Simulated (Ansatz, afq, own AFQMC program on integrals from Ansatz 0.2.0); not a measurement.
**Atomization energy of B2H, quartet**

```yaml
atoms:
  - { symbol: B, position_ang: [0.0000, 0.0000, 0.1141] }
  - { symbol: B, position_ang: [0.0000, 0.0000, -1.4064] }
  - { symbol: H, position_ang: [0.0000, 0.0000, 1.2923] }
```

Connectivity, by distances: BH–B.

Atoms in their ground-state spins without spin–orbit coupling (mostly on UHF) minus the molecule (UHF), without zero-point energy. The geometry is a stationary point, not shown to be a minimum.

Basis 6-31G. Noble-gas cores (and the filled d shells of Ga–Kr and In–Xe) are frozen. Integrals, coupled cluster, full CI and functionals: Ansatz 0.2.0; the random walks run on the same integrals in our own AFQMC program. The CISD trial takes its coefficients from CCSD amplitudes. Released means that phaseless walkers are propagated on without the constraint, phases kept. Free AFQMC starts from the CCSD state and is never constrained. Its projection time is finite, and what remains of the start isn't in its error. ± is one standard error of the sampling. The errors of all members are added in quadrature.

Full CI on the same integrals is exact in this basis and with this determinant's frozen core.

Errors are counted within 6-31G, not against nature.

Cautions: B₂H (quartet): lower spins were not checked, the ph-AFQMC/CISD walk drifts between its halves (2.6 errors), its ph-AFQMC/CISD value lies 19 ± 5 meV above full CI.

| level | atomization energy (kJ/mol) |
| --- | --- |
| HF | 634.8 |
| MP2 | 681.9 |

Q: From these cheaper values, estimate the atomization energy at the reference level in 6-31G.

A: 640.0 kJ/mol (full CI in 6-31G).

```csv
level,atomization energy (kJ/mol),error against FCI (kJ/mol)
CCSD,635.3,-4.7
CCSD(T),638.6,-1.4
ph-AFQMC/HF,653.7 ± 2.2,13.7 ± 2.2
ph-AFQMC/CISD,638.6 ± 0.5,-1.4 ± 0.5
released AFQMC,639.9 ± 0.3,-0.1 ± 0.3
free AFQMC,639.6 ± 0.4,-0.4 ± 0.4
```

Correlation beyond CCSD(T) adds 1.4 kJ/mol. The perturbative (T) step is worth +3.3 kJ/mol.

Free projections are given only where their last times agree within the noise and don't stop above the reference; a slow remainder of the start can still hide under it. A walk keeps the symmetry of its determinant, which the program's search chose and which needn't be the lowest solution, so a lower state of the same spin and another symmetry isn't excluded. Released energies are given only where the last usable release times agree within the noise; a slower fall can still hide under it.
